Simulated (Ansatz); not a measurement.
# Relaxing Sr2V

Level of theory: Ansatz, DFT PBE, scalar-relativistic, plane waves, PAW. Cutoff 420 eV, Γ-centred k mesh, Gaussian smearing, collinear spin, first started from parallel moments.

Sr2V was placed on the CaC2 structure type (I4/mmm, No. 139), with V in place of Ca, Sr in place of C, at a guessed volume.

```
CELL_PARAMETERS angstrom
-2.32286 2.32286 3.80973
2.32286 -2.32286 3.80973
2.32286 2.32286 -3.80973
ATOMIC_POSITIONS crystal
Sr 0.59300 0.59300 0.00000
Sr 0.40700 0.40700 0.00000
V 0.00000 0.00000 0.00000
```

Steps on the 6×6×6 mesh (3 atoms). 12 of 23 steps are shown, and the free energy counts from the last. Trial steps that were taken back and renewals of the plane-wave basis can be among the rows.

```tsv
step	ΔF (meV/atom)	V (Å³/atom)	P (GPa)	largest force component (eV/Å)
1	15712.4	27.41	136.14	155.233
3	2696.7	29.06	27.31	22.095
5	803.9	31.14	7.78	4.745
7	337.2	33.05	2.56	0.926
9	263.9	34.33	-0.07	0.026
11	155.2	34.93	1.50	0.199
13	97.3	35.88	0.87	0.018
15	60.3	36.51	0.56	0.015
17	44.1	36.93	0.10	0.012
19	15.3	37.57	0.42	0.024
21	4.8	37.44	0.77	0.150
23	0.0	38.62	0.03	0.005
```

A final relaxation ran on a 16×16×16 mesh. The relaxed crystal, I4/mmm (No. 139):

Space group I4/mmm (No. 139). a = 4.032 Å, b = 4.032 Å, c = 14.283 Å, α = 90.00°, β = 90.00°, γ = 90.00°
```
atom site symmetry x y z
  Sr    4e       4mm  0.5000  0.5000  0.1369
   V    2a     4/mmm  0.0000  0.0000  0.0000
```

* Volume per atom: 38.69 Å³
* Density: 3.24 g/cm³
* Energy over the elements: 0.64 eV/atom
* Gap on the 16×16×16 mesh: 0 eV (a metal)
* Net moment per atom: 1.52 μB
* Largest site moment: 3.43 μB

Formation energies are uncorrected and refer to the elements' standard structures at the same level.

The final run used a 16×16×16 mesh on its 3-atom cell and 0.10 eV smearing. For metals, differences of a few meV/atom aren't resolved.

A structure relaxed within its symmetry needn't be a true minimum.

Cost: 3 runs of about 13 core-minutes in all, on Arm Neoverse V1 (shared hosts).